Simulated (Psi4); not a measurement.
# SiN2H4 (Si(NH2)2) at wB97X/aug-cc-pVDZ

What is the vertical singlet–triplet gap of SiN2H4 (Si(NH2)2) at wB97X/aug-cc-pVDZ? 

The results are computed with Psi4 1.11.

3 further runs of the same task are left out: 3 set aside as unsound or not needed.

**1. Starting point**

The species is SiN2H4 (7 atoms), meant as a singlet with charge 0. SMILES: `N[Si]N`. The coordinates come from a GFN2-xTB relaxation. This is one conformer, not always the lowest.

Bond lengths: Si1–N2 1.717 Å, Si1–N5 1.717 Å, N2–H3 1.004 Å, N2–H4 1.012 Å, N5–H6 1.005 Å, N5–H7 1.012 Å. Angles: N2–Si1–N5 98.7°, Si1–N2–H3 122.8°, Si1–N2–H4 125.0°, Si1–N5–H6 122.9°, Si1–N5–H7 125.1°, H3–N2–H4 112.1°, H6–N5–H7 112.0°.

**2. Energy and forces at wB97X/aug-cc-pVDZ**

The input, h4n2si.xyz:

```xyz
7
H4N2Si
Si     0.009630     0.880650    -0.762080
N      1.303790     0.016250    -0.035980
H      2.268610     0.210470    -0.236220
H      1.196400    -0.748430     0.617520
N     -1.302450     0.053850    -0.024690
H     -2.263120     0.292130    -0.197200
H     -1.212860    -0.704930     0.638650
```

The input, run.py:

```python
import numpy as np
from ase.calculators.psi4 import Psi4
from ase.io import read

a = read('h4n2si.xyz')
calc = Psi4(atoms=a, method='wb97x', basis='aug-cc-pVDZ', memory='1600MB', num_threads=1, charge=0, multiplicity=1, label='calc', reference='rks')
calc.psi4.set_options({'puream': True, 'e_convergence': 1e-09, 'd_convergence': 1e-08, 'scf_type': 'pk', 'dft_radial_points': 99, 'dft_spherical_points': 590})
a.calc = calc

forces = a.get_forces()
print(f'energy: {a.get_potential_energy():.6f} eV')
print('forces / eV A^-1')
print(np.round(forces, 5))
```

Started as:

```console
python run.py
```

calc.dat:

```text
[...]
  Running in c1 symmetry.
[...]
  Nuclear repulsion =  103.309387026185647
[...]
  Multiplicity = 1
[...]
  Nalpha       = 16
  Nbeta        = 16
[...]
    Number of basis functions: 109
[...]
   @RKS iter   1:  -401.05842689545841   -4.35439e-01   8.29099e-03 DIIS/ADIIS
[...]
   @RKS iter  11:  -401.41235643027574   -1.81331e-11   5.29491e-09 DIIS
[...]
    Orbital Energies [Eh]
    ---------------------
    Doubly Occupied:
       1A    -66.139927     2A    -14.393876     3A    -14.393810
       4A     -5.381150     5A     -3.739893     6A     -3.737298
       7A     -3.732650     8A     -0.995042     9A     -0.963563
      10A     -0.641080    11A     -0.619902    12A     -0.591563
      13A     -0.513923    14A     -0.416534    15A     -0.360165
      16A     -0.322104
[...]
  @RKS Final Energy:  -401.41235643027574
   => Energetics <=
    Nuclear Repulsion Energy =            103.3093870261856466
    One-Electron Energy =                -757.7646344088167325
    Two-Electron Energy =                 279.4834403174724002
    DFT Exchange-Correlation Energy =     -26.4405493651170289
    Empirical Dispersion Energy =           0.0000000000000000
    VV10 Nonlocal Energy =                  0.0000000000000000
    Total Energy =                       -401.4123564302757359
[...]
 Multipole Moments:
 ------------------------------------------------------------------------------------
     Multipole            Electronic (a.u.)      Nuclear  (a.u.)        Total (a.u.)
 ------------------------------------------------------------------------------------
 L = 1.  Multiply by 2.5417464519 to convert [e a0] to [Debye]
 Dipole X            :          0.0196495           -0.0274675           -0.0078180
 Dipole Y            :          1.7386553           -2.4197960           -0.6811408
 Dipole Z            :         -1.5047619            2.0940035            0.5892416
 Magnitude           :                                                    0.9006773
[...]
  -Total Gradient:
     Atom            X                  Y                   Z
    ------   -----------------  -----------------  -----------------
       1       -0.000202910742    -0.015472252088     0.013355835709
       2       -0.005111455003     0.008470498686    -0.006938106521
       3       -0.004217012884    -0.001704359916     0.001468999344
       4       -0.001327810982     0.001124960717    -0.001031954665
       5        0.005816639098     0.008206965623    -0.007483168037
       6        0.003843440252    -0.001762459307     0.001570495926
       7        0.001198003063     0.001014078248    -0.000836424098
[...]
```

On the terminal:

```text
energy: -10922.986586 eV
forces / eV A^-1
[[ 0.01043  0.79562 -0.68678]
 [ 0.26284 -0.43557  0.35677]
 [ 0.21685  0.08764 -0.07554]
 [ 0.06828 -0.05785  0.05307]
 [-0.2991  -0.42202  0.3848 ]
 [-0.19764  0.09063 -0.08076]
 [-0.0616  -0.05215  0.04301]]
```

It took 41 s on 1 thread of Intel Xeon 6975P-C (Granite Rapids), shared host; peak memory 0.82 GiB.

**3. The triplet: the energy at U-wB97X/aug-cc-pVDZ**

The input, h4n2si.inp:

```
memory 1600 MB

molecule {
  0 3
  Si     0.009630     0.880650    -0.762080
  N      1.303790     0.016250    -0.035980
  H      2.268610     0.210470    -0.236220
  H      1.196400    -0.748430     0.617520
  N     -1.302450     0.053850    -0.024690
  H     -2.263120     0.292130    -0.197200
  H     -1.212860    -0.704930     0.638650
  symmetry c1
  no_reorient
  no_com
}

set basis aug-cc-pVDZ
set reference uks
set puream true
set e_convergence 1e-09
set d_convergence 1e-08
set scf_type pk
set dft_radial_points 99
set dft_spherical_points 590
set maxiter 200

energy_value, wavefunction = energy("wb97x", return_wfn=True)
oeprop(wavefunction, "MULLIKEN_CHARGES", "WIBERG_LOWDIN_INDICES", "LOWDIN_CHARGES")
print_variables()
```

Started as:

```console
psi4 -n 1 h4n2si.inp h4n2si.out
```

h4n2si.out, shortened:

```text
[...]
  Running in c1 symmetry.
[...]
  Nuclear repulsion =  103.309387026185647
[...]
  Multiplicity = 3
[...]
  Nalpha       = 17
  Nbeta        = 15
[...]
    Number of basis functions: 109
[...]
   @UKS iter   1:  -400.89964311823638   -2.76656e-01   8.49003e-03 ADIIS/DIIS
[...]
   @UKS iter  15:  -401.28395517896263   -3.52429e-11   7.48847e-09 DIIS
[...]
   @S^2 Observed:                2.002916358E+00
[...]
  @UKS Final Energy:  -401.28395517896263
   => Energetics <=
    Nuclear Repulsion Energy =            103.3093870261856466
    One-Electron Energy =                -757.3481546690539972
    Two-Electron Energy =                 279.1961422840903992
    DFT Exchange-Correlation Energy =     -26.4413298201846665
    Empirical Dispersion Energy =           0.0000000000000000
    VV10 Nonlocal Energy =                  0.0000000000000000
    Total Energy =                       -401.2839551789626285
[...]
 Multipole Moments:
 ------------------------------------------------------------------------------------
     Multipole            Electronic (a.u.)      Nuclear  (a.u.)        Total (a.u.)
 ------------------------------------------------------------------------------------
 L = 1.  Multiply by 2.5417464519 to convert [e a0] to [Debye]
 Dipole X            :         -0.2565057            0.2517682           -0.0047375
 Dipole Y            :        -22.8248048           22.4292350           -0.3955698
 Dipole Z            :         19.7521090          -19.4094904            0.3426186
 Magnitude           :                                                    0.5233406
[...]
  Mulliken Charges: (a.u.)
   Center  Symbol    Alpha    Beta     Spin     Total
       1    SI     7.58786  5.76474  1.82313  0.64740
       2     N     3.59172  3.51118  0.08054 -0.10290
       3     H     0.56439  0.56608 -0.00169 -0.13047
       4     H     0.55000  0.54032  0.00968 -0.09032
       5     N     3.59191  3.51156  0.08035 -0.10347
       6     H     0.56418  0.56590 -0.00171 -0.13008
       7     H     0.54994  0.54022  0.00972 -0.09016
   Total alpha = 17.00000, Total beta = 15.00000, Total charge =  0.00000
  Lowdin Charges: (a.u.)
[...]
```

It took 39 s on 1 thread of Intel Xeon 6975P-C (Granite Rapids), shared host; peak memory 0.77 GiB.

**4. What came out**

At wB97X/aug-cc-pVDZ:

```
                                        quantity          value
                           singlet: total energy  -401.41236 Eh
                          singlet: dipole moment         2.29 D
                            singlet: HOMO energy       -8.76 eV
                            singlet: LUMO energy        1.12 eV
                          singlet: HOMO–LUMO gap        9.89 eV
               singlet: largest force on an atom     1.051 eV/Å
                           triplet: total energy  -401.28396 Eh
                          triplet: dipole moment         1.33 D
     triplet: HOMO energy (highest over α and β)       -5.31 eV
      triplet: LUMO energy (lowest over α and β)       -3.12 eV
                                   triplet: ⟨S²⟩          2.003
vertical energy of the triplet above the singlet       3.494 eV
```

In words: At this shape the triplet lies 3.49 eV (81 kcal/mol) above the singlet. The largest force (singlet) is 1.05 eV/Å: the shape isn't a stationary point for this species at this level. Mulliken charges (triplet) run from -0.13 on H3 to +0.65 on Si1; in a basis this large or diffuse they mean little.
